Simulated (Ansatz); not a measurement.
Consider MgS in the rock salt structure (space group Fm-3m, No. 225; a = 5.2297 Å).

The values are results of PBE (Ansatz, a quantum-chemistry and plane-wave program), no spin-orbit coupling, not measurements.

Perturbation: full substitution S → O; the structure is relaxed again.

Measured lattice parameter a: MgS 5.188 Å (static lattice; corrected from measurement; as listed in Tamar Goldzak et al., The Journal of Chemical Physics (2022)); MgO 4.189 Å (static lattice; corrected from measurement; as listed in Daniel Mejia-Rodriguez, S. B. Trickey, Phys. Rev. B (2018)).

Problem. How well does PBE reproduce the measured shift?

Solution. With PBE the lattice parameter a moves by -0.976 Å (5.230 → 4.254) against -0.999 Å measured.

No phonon test of stability was made.
